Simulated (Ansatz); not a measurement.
**AlHO2 (SMILES [O]=[Al][OH]): the energy, rung by rung**

AlHO2: 4 atoms, total charge 0, spin state singlet. SMILES: `[O]=[Al][OH]`. Geometry: a GFN2-xTB relaxation, a rough one for these elements and not checked as a minimum.

```xyz
4

O    -1.6058   -1.4037   -0.6512
Al   -0.4740   -0.4151   -0.1913
O     0.6987    0.6090    0.2851
H     1.3811    1.2098    0.5574
```

Quantity: the energy change with the O3–H4 bond stretched from 0.949 to 1.424 Å, in eV. The values are calculated.

| level | kind | program | value (eV) | less FCI/STO-3G | CPU time (all runs) |
| --- | --- | --- | --- | --- | --- |
| HF/STO-3G (restricted) | Hartree–Fock | Ansatz | 3.49 | +1.11 | 0.17 s |
| HSE06/STO-3G (restricted) | range-separated hybrid | Ansatz | 2.63 | +0.25 | 1.4 s |
| wB97X/STO-3G (restricted) | range-separated hybrid | Ansatz | 2.76 | +0.38 | 6.5 s |
| B2PLYP/STO-3G (restricted) | double hybrid | Ansatz | 2.62 | +0.24 | 1.7 s |
| BCCD(T)/STO-3G (restricted) | coupled cluster or CI | Ansatz | 2.39 | +0.01 | 0.4 s |
| CCSD(T)/STO-3G (restricted) | coupled cluster or CI | Ansatz | 2.39 | +0.01 | 0.26 s |
| CCSD/STO-3G (restricted) | coupled cluster or CI | Ansatz | 2.45 | +0.07 | 0.25 s |
| CCSDT(Q)/STO-3G (restricted) | coupled cluster or CI | Ansatz | 2.37 | -0.01 | 0.65 s |
| FCI/STO-3G | exact in the basis | Ansatz | 2.38 | 0.00 | 18 s |

FCI/STO-3G is exact within its basis and frozen core, so for wave-function methods in that basis the difference is their error; functionals converge differently with the basis, so for them it is only a difference. Spin-restricted single references rise too steeply as a bond breaks, Hartree–Fock most of all. The first shape isn't each level's own minimum. The values span 2.37 to 3.49 eV. All rows use very small basis sets, so even the best lies far from the true value. Times are those of the runs behind each value, whatever else they computed, on shared processors of several kinds: orders of magnitude only.
